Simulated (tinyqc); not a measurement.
Worked calculation: Pariser-Parr-Pople SCF with singles CI, for the molecule C=C1C=C1 (SMILES; centres numbered as the heavy atoms are written). One step of it, computed by the program tinyqc.

Problem. Iteration 1: Fock matrix. F_rr = H_rr + P_rr gamma_rr / 2 + sum_(s != r) P_ss gamma_rs; F_rs = H_rs - P_rs gamma_rs / 2; E = tr P (H + F) / 2 + core repulsion sum_(r<s) z_r z_s gamma_rs.

P at the start, order 1C, 2C, 3C, 4C:
$$\begin{pmatrix}
0.844609 & 0.855815 & -0.348880 & -0.348880 \\
0.855815 & 1.366085 & 0.258420 & 0.258420 \\
-0.348880 & 0.258420 & 0.894653 & 0.894653 \\
-0.348880 & 0.258420 & 0.894653 & 0.894653
\end{pmatrix}$$

core matrix H (eV), order 1C, 2C, 3C, 4C:
$$\begin{pmatrix}
-23.791227 & -2.390000 & 0.000000 & 0.000000 \\
-2.390000 & -27.196133 & -2.390000 & -2.390000 \\
0.000000 & -2.390000 & -25.493680 & -2.390000 \\
0.000000 & -2.390000 & -2.390000 & -25.493680
\end{pmatrix}$$

repulsion gamma_rs (eV), order 1C, 2C, 3C, 4C:
$$\begin{pmatrix}
10.800000 & 5.268226 & 3.566500 & 3.566500 \\
5.268226 & 10.800000 & 5.268953 & 5.268953 \\
3.566500 & 5.268953 & 10.800000 & 5.268226 \\
3.566500 & 5.268953 & 5.268226 & 10.800000
\end{pmatrix}$$

Centres (angstrom, eV; a flat drawing with bonds scaled to 1.40 angstrom):
```
centre          x          y  core charge z          W   gamma_rr
1C       1.656000   0.000000              1  11.390000  10.800000
2C       0.256000   0.000000              1  11.390000  10.800000
3C      -0.956000   0.700000              1  11.390000  10.800000
4C      -0.956000  -0.700000              1  11.390000  10.800000
```

Give: F; pi energy.

Solution.

F (eV), order 1C, 2C, 3C, 4C:
$$\begin{pmatrix}
-5.6519 & -4.6443 & 0.6221 & 0.6221 \\
-4.6443 & -5.9419 & -3.0708 & -3.0708 \\
0.6221 & -3.0708 & -5.7392 & -4.7466 \\
0.6221 & -3.0708 & -4.7466 & -5.7392
\end{pmatrix}$$

pi energy = -50.4652 eV
